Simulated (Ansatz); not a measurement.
# Worked example: correlation energy of PH⁻, doublet

Geometry: that of the PH⁻, quartet, kept fixed.

```xyz
2

P     0.0000    0.0000    0.0000
H     0.0000    0.0000    1.5586
```

Basis aug-cc-pVTZ; Ansatz 0.2.0. Correlated methods freeze the noble-gas cores, which leaves 7 electrons in 68 orbitals. Prefix R: restricted or restricted open-shell reference; prefix U: unrestricted.

Full CI isn't at hand for all of this; UCCSDT(Q) serves as the reference, and is uncertain by the last step of the cluster series or more.

UCCSD has a T1 diagnostic of 0.017 and a largest doubles amplitude of 0.04.

Runs differ by some tens of microhartree through their thresholds and, for an open shell, their frozen cores, so steps under 0.03 kcal/mol mean nothing.

```csv
level,total energy (hartree)
UHF,-341.287186
UMP2,-341.433363
UCCSD,-341.456672
UCCSD(T),-341.464791
UCCSDT,-341.465888
UCCSDT(Q),-341.466318
```

Question: What is the correlation energy at UCCSDT(Q), and what share of it do UMP2 and UCCSDT recover?

Answer: E(corr) = -341.466318 − (-341.287186) = -0.179132 hartree = -4.874 eV. UMP2: -0.146177 / -0.179132 = 81.60 %. UCCSDT: -0.178702 / -0.179132 = 99.76 %.

Question: By how many kcal/mol does UCCSD(T) miss UCCSDT(Q) (1 hartree = 627.509 kcal/mol), and which steps make up the rest?

Answer: -341.464791 − (-341.466318) = 0.001527 hartree = 0.96 kcal/mol. Steps: UCCSDT − UCCSD(T) = -0.69, UCCSDT(Q) − UCCSDT = -0.27 kcal/mol. Differences between like states or geometries often cancel part of this.
